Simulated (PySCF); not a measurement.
(Z)-2-Butenenitrile, C₄H₅N, SMILES C/C=C\C#N, point group Cs.

Force field and properties: B3LYP/pcSseg-1 (PySCF, grid level 2). Vibrational terms come from second-order perturbation theory with semi-diagonal cubic constants, by steps of ±0.6 along the normal coordinates of each isotopologue. The parent has the commonest isotopes.

Equilibrium geometry (Å):

```
atom        x        y        z
  C1  -1.3165   0.0257   0.0169
  C2  -0.0571  -0.7597   0.1747
  C3   1.1951  -0.3021   0.0353
  C4   1.5161   1.0489  -0.2957
  N5   1.7969   2.1388  -0.5633
  H6  -1.9045  -0.0078   0.9432
  H7  -1.9448  -0.4161  -0.7675
  H8  -1.1259   1.0720  -0.2374
  H9  -0.1681  -1.8136   0.4294
 H10   2.0444  -0.9673   0.1742
```

**Question.** Give the equilibrium and ground-state rotational constants (MHz) of parent; ¹⁵N at 5.

**Answer.** 
```csv
species,Ae,Be,Ce,A0,B0,C0,Δ0 (u Å²),harmonic ZPE (cm⁻¹)
parent,12242,3408.7,2710.9,12177,3400.3,2699.4,-2.913,17279
¹⁵N at 5,12153,3313,2645.8,12089,3304.9,2634.8,-2.910,17256
```

Δ0 = Ic − Ia − Ib from the ground-state constants.

**Question.** How is the parent's vibrational correction B0 − Be made up?

**Answer.** 
| axis | harmonic | Coriolis | cubic | total (MHz) |
| --- | --- | --- | --- | --- |
| a | 33.6 | -25.4 | -73 | -64.8 |
| b | 6.22 | -3.16 | -11.5 | -8.44 |
| c | 1.85 | -1.77 | -11.6 | -11.5 |

**Question.** And its quartic centrifugal distortion constants from the harmonic force field?

**Answer.** Asymmetric top, A reduction, Ir representation: ΔJ = 2.45 kHz, ΔJK = -18.5 kHz, ΔK = 73.2 kHz, δJ = 0.764 kHz, δK = 4.96 kHz.

A mode lies under 250 cm⁻¹, where this perturbation treatment is rough. Internal rotors are held in one well.
